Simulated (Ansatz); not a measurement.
# C5H7F: the cost of one run

Program: Ansatz 0.2.0, driven from Python. Level of theory: r2SCAN/def2-SVP. These are calculated values, not measurements.

### 1 The system

The script builds its own geometries from the SMILES C=CC(F)C=C.

The script holds or builds the structure itself.

### 2 The script

File c5h7f_conformers.py:

```python
"""Conformer energies of C5H7F."""

import ansatz as az
from rdkit import Chem
from rdkit.Chem import AllChem

BASIS_SET = "def2-SVP"
XC = "r2SCAN"

rd = Chem.AddHs(Chem.MolFromSmiles("C=CC(F)C=C"))
ids = list(AllChem.EmbedMultipleConfs(rd, numConfs=20, randomSeed=76, pruneRmsThresh=0.4))
field = [energy for _, energy in AllChem.MMFFOptimizeMoleculeConfs(rd)]
distinct = {round(e, 2): i for i, e in zip(ids, field)}
chosen = sorted(distinct.items())[:5]
found = []
for force_field, index in chosen:
    system = az.Crystal.molecule()
    for atom, xyz in zip(rd.GetAtoms(), rd.GetConformer(index).GetPositions()):
        system = system.atom(atom.GetSymbol(), xyz.round(5).tolist())
    model = system.calculation()
    model = model.basis(gaussian=BASIS_SET)
    model = model.functional(XC)
    found.append(model.run(threads=1).report["free_energy_ev"])
print("conformer   MMFF (kcal/mol)   this level (eV)")
for (force_field, index), e in zip(chosen, found):
    print(f"{index:9d} {force_field - chosen[0][0]:17.2f} {(e - min(found)):17.3f}")
```

### 3 The input behind the calls

The package turns the script's settings into the engine's input (first run):

```yaml
crystal:
  periodic: [false, false, false]
  atoms:
    - { symbol: C, position_ang: [-2.00114, 0.90189, -0.45168] }
    - { symbol: C, position_ang: [-1.3271, -0.10587, 0.12078] }
    - { symbol: C, position_ang: [-0.03426, -0.68169, -0.38936] }
    - { symbol: F, position_ang: [0.30631, -0.11859, -1.58537] }
    - { symbol: C, position_ang: [1.07271, -0.50851, 0.61457] }
    - { symbol: C, position_ang: [2.19395, 0.19803, 0.4115] }
    - { symbol: H, position_ang: [-1.631, 1.38656, -1.35118] }
    - { symbol: H, position_ang: [-2.93304, 1.26436, -0.03033] }
    - { symbol: H, position_ang: [-1.73693, -0.56363, 1.01742] }
    - { symbol: H, position_ang: [-0.17494, -1.75143, -0.57792] }
    - { symbol: H, position_ang: [0.94039, -1.01283, 1.5683] }
    - { symbol: H, position_ang: [2.95477, 0.2765, 1.18114] }
    - { symbol: H, position_ang: [2.37027, 0.71523, -0.52788] }
basis:
  gaussian:
    orbitals: def2-SVP
hamiltonian:
  xc: r2scan
```

### 4 The run

Started as:

```
> python c5h7f_conformers.py
```

What time and memory should one allow on 1 thread of Arm Neoverse V2, shared host?

About 31 s, with a peak of 0.29 GiB.
